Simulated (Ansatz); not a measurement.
Compare A (`CC1=NC=C1`) with its isomer B (`C/C=C/C#N`).

Computed with Ansatz on PBE0-D4/def2-TZVP structures; ΔE is electronic, products minus reactants. CCSD(T)/CBS is the MP2 limit (def2-TZVPP, def2-QZVPP) plus CCSD(T) − MP2 in def2-TZVPP, frozen cores. This one scheme is used for every species. Functionals use def2-TZVPP. B3LYP here is the variant with VWN-RPA as its local correlation; programs differ in this.

Which isomer does CCSD(T)/CBS put lower? Give the gap. (An estimate is asked.)

The calculation gave: B, by 252.6 kJ/mol.

Give E(B) − E(A) in kJ/mol with HF/def2-TZVPP, PBE0-D4, MP2/def2-TZVPP, BLYP-D4, B2PLYP, B3LYP, r2SCAN-D4. (Best estimate.)

Computed: HF/def2-TZVPP -297.8, PBE0-D4 -247.6, MP2/def2-TZVPP -272.3, BLYP-D4 -270.7, B2PLYP -274.1, B3LYP -272.4, r2SCAN-D4 -263.4. None reverses the order clearly.

Does the order hold for the free energy at 298.15 K (harmonic terms from PBE0-D4)? (Best estimate.)

Computed: Yes: G(B) − G(A) = -252.1 kJ/mol.

Largest T1 diagnostic: 0.019.

At CCSD(T), def2-SVP lies −12.3 kJ/mol from the extrapolated value and def2-TZVPP −5.7 kJ/mol. From BLYP to BHLYP (50 % exact exchange), in def2-TZVPP and without D4, E(B) − E(A) moves by −3.9 kJ/mol.
